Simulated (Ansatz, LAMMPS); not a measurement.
Elastic constant C44 of bcc Li: levels of theory against measurement

Reference value: 9.6 GPa (measured, temperature not stated, no zero-point or thermal correction, sources range from 9.6 to 10.7; as tabulated in Mechanics & Industry (2023), article mi220138, Table 3).

What do SNAP Li_Zuo_JPCA2020.quadratic.snap, LDA, PBE, r²SCAN give, and how far is each from the reference?


| level (code) | value (GPa) | cell (Å³/atom) | difference (%) |
|---|---|---|---|
| SNAP Li_Zuo_JPCA2020.quadratic.snap (LAMMPS) | 11.2 | 20.87 | +16.7 |
| LDA (Ansatz) | 11.9 | 19.01 | +24 |
| PBE (Ansatz) | 11.6 | 20.26 | +21 |
| r²SCAN (Ansatz) | 11.3 | 21.01 | +17.7 |

Leaving aside SNAP Li_Zuo_JPCA2020.quadratic.snap, which can be fitted to such values or carry a doubt: The best agreement in this table is that of r²SCAN (+17.7 %). Farthest off: LDA (+24 %), PBE (+21 %).

The measured value isn't corrected to a static lattice, so vibrations enter the comparison. A static lattice is as a rule stiffer than a warm one, by over a tenth in soft solids.  Each level is taken at its own relaxed cell. Cutoffs differ between the levels. Ansatz's density-functional and Hartree–Fock values are scalar-relativistic unless marked +SOC, with PAW data made under PBE.

Machine-learned potentials (SNAP Li_Zuo_JPCA2020.quadratic.snap) are trained on DFT data, which may include these solids.

Differences are worked out from the printed values.

Ansatz is a first-principles code.
